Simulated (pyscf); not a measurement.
Single points on ωB97X-D3(BJ)/def2-SVP structures (PySCF, gas phase). MP2 and CC: frozen core, UHF for open shells. ΔMP2 is the change of the MP2 total energy from the triple- to the quadruple-zeta basis.

### Question
What is the homolytic dissociation enthalpy (298 K, CCSD(T)/def2-TZVPP + ΔMP2(QZVPP)) of the O–P bond of :HSi–O–PH₂ [singlet], to [O=SiH]• + PH₂•?

### Answer
O–P to [O=SiH]• + PH₂•: 54.6 kcal/mol. The radicals are drawn with the spin at the cut bond; how far it spreads was not checked. :HSi–O–PH₂ [singlet] lies 16.3 kcal/mol over its isomer HO–SiH=PH, and others may lie lower still (electronic energy, ωB97M-D3(BJ)). The CCSD(T) − MP2 part came from Ansatz, without density fitting, on the same reference.
